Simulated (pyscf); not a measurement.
Single points on ωB97X-D3(BJ)/def2-SVP structures (PySCF, gas phase).

**Question.** Estimate by transition-state theory the rate constant of H₃Si–O–AsH₂ + H₂ → AsH₃ + HO–SiH₃ (singlet surface; As–O, H–H broken, As–H, H–O formed) at 600 K, with ωB97M-D3(BJ)/def2-TZVP energies (ideal gas, 1 atm, RRHO with modes under 100 cm⁻¹ raised to 100, one conformer, R ln 2 for chiral ones without a mode under 150 cm⁻¹; no tunnelling).

**Answer.** The electronic barrier is 49.9 kcal/mol and the thermal terms add +17.5, so ΔG‡ = 67.4 kcal/mol. With k_BT/h = 1.25e+13 s⁻¹ and RT = 1.192 kcal/mol, and a volume of 8.18e-20 cm³ per molecule at 1 atm, k = 2.9e-31 cm³ molecule⁻¹ s⁻¹. Wigner's tunnelling factor for 1417i cm⁻¹ would be 1.48, likely too low at so high a frequency. A shift of 1 kcal/mol in the barrier changes k by a factor 2.3. H₃Si–O–AsH₂ lies 10.7 kcal/mol over its isomer HO–SiH₂–AsH₂ (electronic energy, ωB97M-D3(BJ)/def2-TZVP). One saddle was located; it need not be the lowest between these sides. Elements up to Kr have no core potential and no relativistic terms here.
